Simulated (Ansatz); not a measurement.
# CH2Si (triplet): the correlation ladder, cc-pVDZ

Aim: climb from Hartree-Fock through coupled cluster and multireference methods for CH2Si (triplet) at one geometry and basis, and see what each rung misses.

The runs use Ansatz 0.2.0, Gaussian basis; cc-pVDZ, core rule «outside noble gas», up to 6 orbitals frozen.

To be run: UHF; CCSD(T) on ROHF; CCSD(T) on UHF; BCCD(T) on ROHF; CISD; CCSDT(Q) on ROHF; CCSDT(Q) on UHF; CCSDTQ on ROHF; CASSCF and MRCISD+Q, 10 electrons in 10 orbitals; CASSCF and NEVPT4(SD), 10 electrons in 10 orbitals; CASSCF and NEVPT2, 10 electrons in 10 orbitals.

5 further runs of the same task are left out: 1 that didn't finish, 4 set aside as unsound or not needed.

### 1 The system

The geometry is a PBE0/def2-TZVP stationary point (not a proven minimum).

4 atoms, charge 0, spin multiplicity 3.

Atoms are counted from 1 here; the program's logs count them from 0.

Bond lengths: Si1–C2 1.865 Å, C2–H3 1.091 Å, C2–H4 1.091 Å. Angles: Si1–C2–H3 123.8°, Si1–C2–H4 123.8°, H3–C2–H4 112.4°.

### 2 UHF

Contents of in.yaml:

```yaml
crystal:
  periodic: [false, false, false]
  atoms:
    - {symbol: Si, position_ang: [0.000000, 0.000000, 0.650177]}
    - {symbol: C, position_ang: [0.000000, 0.000000, -1.214577]}
    - {symbol: H, position_ang: [0.000000, -0.906814, -1.821841]}
    - {symbol: H, position_ang: [0.000000, 0.906814, -1.821841]}
basis:
  gaussian: {orbitals: cc-pVDZ}
magnetization: {spin_polarized: true, initial_magnetization: 2}
hamiltonian: {xc: hf}
output: {orbitals: {seedname: orbitals}}
```

Command:

```bash
$ ansatz run in.yaml --threads 1 --pin off --events-out ev --progress --plain --max-ram 4096MiB --backend cpu
```

The runs that follow: CCSD(T) on ROHF; CCSD(T) on UHF; BCCD(T) on ROHF; CISD; CCSDT(Q) on ROHF; CCSDT(Q) on UHF; CCSDTQ on ROHF; CASSCF and MRCISD+Q, 10 electrons in 10 orbitals; CASSCF and NEVPT4(SD), 10 electrons in 10 orbitals; CASSCF and NEVPT2, 10 electrons in 10 orbitals.

Before running them: what should the planned runs give, taken together? Wanted: RCCSDTQ below the RHF energy; RMP2 from RCCSDTQ; UMP2 from RCCSDTQ; RCCSD from RCCSDTQ; RCCSD(T) from RCCSDTQ; UCCSD(T) from RCCSDTQ; RCCSDT(Q) from RCCSDTQ; UCCSDT(Q) from RCCSDTQ; NEVPT2 valence from RCCSDTQ.

As calculated:

```
                         quantity                                                                                value
     RCCSDTQ below the RHF energy                                                                           -6.1294 eV
                RMP2 from RCCSDTQ                                                                          +1137.9 meV
                UMP2 from RCCSDTQ                                                                          +1166.1 meV
               RCCSD from RCCSDTQ                                                                           +198.5 meV
            RCCSD(T) from RCCSDTQ                                                                            +37.7 meV
            UCCSD(T) from RCCSDTQ                                                                            +37.2 meV
           RCCSDT(Q) from RCCSDTQ                                                                             +0.5 meV
           UCCSDT(Q) from RCCSDTQ                                                                             -0.2 meV
      NEVPT2 valence from RCCSDTQ                                                                           +985.1 meV
  NEVPT4(SD) valence from RCCSDTQ                                                                           +106.3 meV
    MRCISD+Q valence from RCCSDTQ                                                                            +16.2 meV
levels within 1 kcal/mol (43 meV)  RCCSD(T), UCCSD(T), BCCD(T), RCCSDT, UCCSDT, RCCSDT(Q), UCCSDT(Q), MRCISD+Q valence
                    T1 diagnostic                                                                                0.020
   effectively unpaired electrons                                                                                 2.03
```

What this shows: RCCSD(T) lands +37.7 meV from the yardstick (0.6 % of the correlation energy). One determinant dominates. Of the multireference levels listed MRCISD+Q valence comes nearest in total energy (+16.2 meV), which doesn't show that its space is the better one. These misses are within one basis, not against nature; the frozen cores of restricted and unrestricted runs differ, which can shift their rows.
